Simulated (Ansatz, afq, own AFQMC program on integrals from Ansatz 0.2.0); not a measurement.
**Atomization energy of AlGaH2, triplet, worked out**

```yaml
atoms:
  - { symbol: Al, position_ang: [0.0000, 0.0000, 1.8190] }
  - { symbol: Ga, position_ang: [0.0000, 0.0000, -0.6648] }
  - { symbol: H, position_ang: [0.0000, 1.4073, -1.3528] }
  - { symbol: H, position_ang: [0.0000, -1.4073, -1.3528] }
```

Connectivity, by distances: Al–GaH2.

Basis cc-pVDZ. Noble-gas cores (and the filled d shells of Ga–Kr and In–Xe) are frozen. AFQMC by an in-house program on the Cholesky factors that Ansatz 0.2.0 writes for its CCSD(T) run. ph-AFQMC/CISD is guided by a CISD state made of CCSD amplitudes; releasing the constraint for a short imaginary time cuts its bias at the price of noise, slowly where states lie close. Error bars are statistical, one sigma. No spin–orbit coupling.

Total energies in eV. CBS is CCSD(T) at the limit of def2-TZVPP/QZVPP (extrapolated itself); the highest rung of each member is named.

Cautions: inner d shell frozen; no relativity below Rb; no spin-orbit coupling; AlGaH₂ (triplet): another spin lies lower.

```json
{"member": "Al (doublet)", "count": "+1", "CCSD(T)/cc-pVDZ": "-6583.0131", "highest rung in cc-pVDZ": "-6583.0229", "which": "FCI", "CCSD(T)/CBS": "-6583.4221"}
{"member": "Ga (doublet)", "count": "+1", "CCSD(T)/cc-pVDZ": "-52333.9248", "highest rung in cc-pVDZ": "-52333.9312", "which": "FCI", "CCSD(T)/CBS": "-52336.1842"}
{"member": "H (doublet)", "count": "+2", "CCSD(T)/cc-pVDZ": "-13.5861", "highest rung in cc-pVDZ": "-13.5861", "which": "FCI", "CCSD(T)/CBS": "-13.6059"}
{"member": "AlGaH₂, triplet", "count": "-1", "CCSD(T)/cc-pVDZ": "-58949.9009", "highest rung in cc-pVDZ": "-58949.9431", "which": "CCSDT(Q)", "CCSD(T)/CBS": "-58953.1978"}
```

**Question.** Work out the best estimate of the atomization energy: the CCSD(T)/CBS difference plus the step from CCSD(T) to the highest rung.

**Answer.** Sums with the counts: CCSD(T)/CBS 6.3797 eV, highest rung 5.8168 eV, CCSD(T)/cc-pVDZ 5.7908 eV. The step is 5.8168 − 5.7908 = 0.0260 eV, so the best estimate is 6.3797 + (0.0260) = 6.4057 eV = 147.7 kcal/mol. The basis set is worth 0.589 eV of it. Zero-point, core-correlation and spin–orbit terms aren't in it. Past Ne the Hartree–Fock part of each CBS total tends to overshoot, since the cores don't follow the formula; that largely cancels in the difference.

Best estimates are given only where the step beyond CCSD(T) is under 0.3 eV and no member's determinant is very poor (T1 over 0.05, or 0.07 for open shells, ⟨S²⟩ too high by 0.3, two states mixed), so the hardest cases are missing from such tables.

CCSDT and higher add their correlation energy to the determinant of the CCSD(T) run, since their own runs factorise the integrals more tightly (a shift of under 2 meV). Each member of a difference takes its own highest rung, so a best estimate needn't equal the limit plus the step of one row.
